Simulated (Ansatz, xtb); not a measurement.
Bonds broken one at a time in the series allyl-X. Gas-phase values, no solvent. One relaxed conformer stands for each flexible species; it need not be the lowest. Strings in code marks are SMILES.

Quantity: homolytic bond dissociation enthalpy at 298 K (no spin–orbit term), in eV. Enthalpy corrections at 298 K come from GFN2-xTB frequencies (xtb).

Case: C–O bond of `C=CCO` (C–C–C–O torsion 123°, C–C–O–H torsion -56°), giving `[CH2]C=C` and `[OH]`. Geometry of `C=CCO` (neutral, multiplicity 1, Å):

```xyz
10

C     -1.5051    -0.3032    -0.2422
C     -0.3811    -0.2724     0.4599
C      0.9767    -0.1287    -0.1420
O      1.6719     0.9921     0.3714
H     -1.4931    -0.2359    -1.3263
H     -2.4741    -0.4056     0.2325
H     -0.4114    -0.3331     1.5458
H      1.5969    -0.9941     0.1097
H      0.8974    -0.0865    -1.2369
H      1.1219     1.7673     0.2282
```

Give the homolytic bond dissociation enthalpy at 298 K (no spin–orbit term) at the level frozen-core MP2/cc-pVTZ // PBE0-D4/def2-TZVP (Ansatz, a quantum-chemistry and plane-wave program).

3.94 eV.
